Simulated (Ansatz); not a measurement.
`C=C(C)CF`, one more setting.

```yaml
crystal:
  periodic: [false, false, false]
  atoms:
    - {symbol: C, position_ang: [-0.123663, 1.523055, 0.162105]}
    - {symbol: C, position_ang: [0.003761, 0.208531, 0.043176]}
    - {symbol: C, position_ang: [0.894250, -0.623265, 0.908934]}
    - {symbol: C, position_ang: [-0.746611, -0.570548, -0.987019]}
    - {symbol: F, position_ang: [-1.553370, 0.221220, -1.770494]}
    - {symbol: H, position_ang: [0.429842, 2.070068, 0.916562]}
    - {symbol: H, position_ang: [-0.781687, 2.083905, -0.489127]}
    - {symbol: H, position_ang: [0.323299, -1.388061, 1.445993]}
    - {symbol: H, position_ang: [1.413169, -0.007587, 1.643468]}
    - {symbol: H, position_ang: [1.646166, -1.150812, 0.312575]}
    - {symbol: H, position_ang: [-1.381285, -1.324383, -0.503898]}
    - {symbol: H, position_ang: [-0.046672, -1.097123, -1.648275]}
basis:
  gaussian: {orbitals: aug-cc-pVTZ}
hamiltonian: {xc: {name: revPBE}}
output: {forces: true}
```

```sh
$ ansatz run in.yaml --threads 4 --pin off --events-out ev --progress --plain --max-ram 10444MiB
```

Output, abridged:

```
Functional definition: revPBE
1442 factors; their error is unknown
mean field evaluation 1: about -6964.2342 eV, gradient 7.8e1 eV
mean field evaluation 2: about -6936.3096 eV, gradient 1.2e2 eV
mean field evaluation 4: about -6978.1646 eV, gradient 1.8e1 eV
mean field evaluation 8: about -6978.9305 eV, gradient 3.3e-1 eV
mean field evaluation 16: about -6978.8853 eV, gradient 5.9e-4 eV
mean field -6978.88530362 eV, -256.4693044497 hartree, gradient 9.8e-6 eV, S^2 0.000000; 0 other end points of the search recorded, 0 dependent functions left out
reference -6978.88538707 eV, -256.4693075164 hartree; 20, 20 occupied and 371, 371 virtual orbitals, 1442 factors
Total energy: -6978.88538707 eV, -256.4693075164 hartree
Atom 0 at    -0.123663     1.523055     0.162105 Å, force    -0.052234     0.625099     0.065871 eV/Å
Atom 1 at     0.003761     0.208531     0.043176 Å, force     0.083887    -0.378573     0.021158 eV/Å
Atom 2 at     0.894250    -0.623265     0.908934 Å, force     0.114391    -0.080616     0.117011 eV/Å
Atom 3 at    -0.746611    -0.570548    -0.987019 Å, force     0.269111    -0.386694     0.236959 eV/Å
Atom 4 at    -1.553370     0.221220    -1.770494 Å, force    -0.620944     0.491931    -0.625867 eV/Å
Atom 5 at     0.429842     2.070068     0.916562 Å, force     0.116646     0.155145     0.167500 eV/Å
Atom 6 at    -0.781687     2.083905    -0.489127 Å, force    -0.133728     0.174068    -0.120471 eV/Å
Atom 7 at     0.323299    -1.388061     1.445993 Å, force    -0.105257    -0.189217     0.136865 eV/Å
Atom 8 at     1.413169    -0.007587     1.643468 Å, force     0.132898     0.115892     0.179062 eV/Å
Atom 9 at     1.646166    -1.150812     0.312575 Å, force     0.185105    -0.137933    -0.111843 eV/Å
Atom 10 at    -1.381285    -1.324383    -0.503898 Å, force    -0.158586    -0.222883     0.107288 eV/Å
Atom 11 at    -0.046672    -1.097123    -1.648275 Å, force     0.168712    -0.166219    -0.173533 eV/Å
Dipole moment:     0.226621    -0.251865     0.213719 e Å
```

It took 2.6 s on 4 threads of an AMD EPYC 9R45 on a shared host, with 0.66 GiB of host memory at the peak.
